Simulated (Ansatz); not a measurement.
## HOC⁺, singlet: the ladder up to RCCSDT(Q)

Geometry: that of the HOC, doublet, kept fixed.

```yaml
atoms:
  - { symbol: O, position_ang: [0.0000, -0.1013, 0.5002] }
  - { symbol: C, position_ang: [0.0000, 0.0736, -0.7526] }
  - { symbol: H, position_ang: [0.0000, 0.7302, 1.0271] }
```

Basis cc-pVTZ; Ansatz 0.2.0. Only valence electrons are correlated (noble-gas cores frozen), which leaves 10 electrons in 72 orbitals. R marks a restricted (for open shells ROHF) determinant. Active spaces: valence = (10e, 9o) chosen from the atoms' valence shells.

Full CI isn't at hand for all of this; RCCSDT(Q) serves as the reference, and is uncertain by the last step of the cluster series or more.

The UHF ⟨S²⟩ is 0.000, the T1 diagnostic (RCCSD) is 0.0245 and the largest doubles amplitude (RCCSD) is 0.095.

```csv
level,E − E(RCCSDT(Q)) (mEh),share of correlation (%),wall time
RHF,376.71,0.00,–
RMP2,32.05,91.49,–
RCCSD,18.63,95.05,–
RCCSD(T),1.55,99.59,3.5 s
BCCD(T),1.26,99.67,1.3 s
RCCSDT,1.11,99.71,–
CASSCF (valence space),226.37,39.91,–
NEVPT2 (valence space),50.81,86.51,3.9 s
NEVPT4(SD) (valence space),11.76,96.88,9.5 s (H100)
MRCISD (valence space),17.85,95.26,–
MRCISD+Q (valence space),6.70,98.22,11 s (H100)
```

The correlation energy at RCCSDT(Q), counted from RHF, is -10.251 eV. That run took 11 s on 2 threads of AMD EPYC 7R13 with a shared H100 80 GB, shared host.

Times hold each run's SCF and search for its determinant on a shared host, so for small cases they say little of a method's own cost; rows without a card ran on 1 thread of AMD EPYC 7R13. Some runs computed forces too.

Natural occupations of CASSCF (valence space) about the gap: 1.995 1.986 1.975 1.968 1.959 0.045 0.033 0.024 0.016; effectively unpaired electrons, Σ n²(2−n)², 0.03.
